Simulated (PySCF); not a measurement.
## Nonlinear optical response: `c1c(C=O)c1=O`, C$_{4}$H$_{2}$O$_{2}$

Molfile (atoms numbered from 1):
```
C4H2O2
     RDKit          3D

  8  8  0  0  0  0  0  0  0  0999 V2000
    2.0381   -1.1097    0.2622 O   0  0  0  0  0  0  0  0  0  0  0  0
    1.5088   -0.0607    0.0207 C   0  0  0  0  0  0  0  0  0  0  0  0
    0.0335    0.0787   -0.0110 C   0  0  0  0  0  0  0  0  0  0  0  0
   -1.0958   -0.6403    0.0835 C   0  0  0  0  0  0  0  0  0  0  0  0
   -1.2124    0.7684   -0.1293 C   0  0  0  0  0  0  0  0  0  0  0  0
   -1.8634    1.7573   -0.2851 O   0  0  0  0  0  0  0  0  0  0  0  0
    2.0854    0.8570   -0.1878 H   0  0  0  0  0  0  0  0  0  0  0  0
   -1.4855   -1.6405    0.2230 H   0  0  0  0  0  0  0  0  0  0  0  0
  1  2  2  0
  2  3  1  0
  3  4  2  0
  4  5  1  0
  5  6  2  0
  5  3  1  0
  2  7  1  0
  4  8  1  0
M  END
```

Computed, not measured: quadratic response CAM-B3LYP/aug-cc-pVTZ first hyperpolarisability, Taylor convention, gas phase (PySCF). Geometry: PBE0-D3(BJ)/def2-TZVP.

(1) What is the first hyperpolarisability, and how does it disperse?

(2) Which lowest excitations, dipole and polarisabilities go with it?

Answers

(1) In au, Taylor convention; the vector part is βᵢ = ⅓ Σⱼ (βᵢⱼⱼ + βⱼᵢⱼ + βⱼⱼᵢ); β∥ is 3/5 of the vector part along the dipole, the dipole points from − to +:
```tsv
process	λ (nm)	β vector norm	β∥	β HRS	depolarisation ratio
static β(0;0,0)	∞	175.0	-84.2	77.7	4.08
second harmonic β(−2ω;ω,ω)	1907	191.0	-91.4	84.3	4.17
Pockels β(−ω;ω,0)	1907	180.1	-86.5	–	–
second harmonic β(−2ω;ω,ω)	1064	237.2	-111.8	102.9	4.45
Pockels β(−ω;ω,0)	1064	192.2	-92.0	–	–
```

(2) S1 2.91 eV (f = 0.000); S2 4.04 eV (f = 0.000); S3 5.40 eV (f = 0.003); dipole 1.80 D; isotropic α 50.7 au static, 50.8 au at 1907 nm, 51.2 au at 1064 nm, 51.3 au at 953.5 nm, 53.0 au at 532 nm.
